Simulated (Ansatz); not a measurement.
Geometry optimisation, RKS r2SCAN-D4/def2-SVP (Ansatz).

The input (input.yaml):

```yaml
crystal:
  periodic: [false, false, false]
  atoms:
    - { symbol: C, position_ang: [-0.32744, 0.48293, -0.19178] }
    - { symbol: S, position_ang: [-0.13517, -0.90291, 1.0028] }
    - { symbol: S, position_ang: [1.56609, -1.8158, 0.43234] }
    - { symbol: H, position_ang: [-1.23459, 1.01756, 0.07828] }
    - { symbol: H, position_ang: [0.53791, 1.13844, -0.12266] }
    - { symbol: H, position_ang: [-0.40679, 0.07977, -1.19898] }
total_charge: -1
basis:
  gaussian: { orbitals: def2-SVP }
hamiltonian:
  xc: r2scan
  dispersion: d4
relax:
  f_tol: 0.02
  max_steps: 40
scf:
  lower_state_search: "off"
```

Command:

```bash
$ ansatz run input.yaml --threads 1 --pin off --max-ram 2048MiB --backend cpu --events-out ev --progress --plain --runs-dir out
```

**Question.** Where does it end, and by what steps?

**Answer.** It converged. Limits of this set-up: an anion without diffuse functions, the dipole of an ion depends on the origin. After 4 steps the energy has fallen by 0.065 eV; S3 moved furthest, 0.04 Å.

```csv
step,energy less start (eV),largest force component (eV/Å),accepted
0,0.0000,1.024,yes
1,-0.0597,0.355,yes
2,-0.0632,0.165,yes
3,-0.0645,0.032,yes
4,-0.0646,0.019,yes
```

```xyz
6
Properties=species:S:1:pos:R:3
C -0.335 0.468 -0.169
S -0.165 -0.898 1.028
S 1.598 -1.818 0.402
H -1.250 1.051 0.056
H 0.548 1.131 -0.119
H -0.396 0.067 -1.198
```

Whether the end is a true minimum wasn't checked by a vibrational analysis.

The run took 4 s on 1 CPU thread of a shared host.
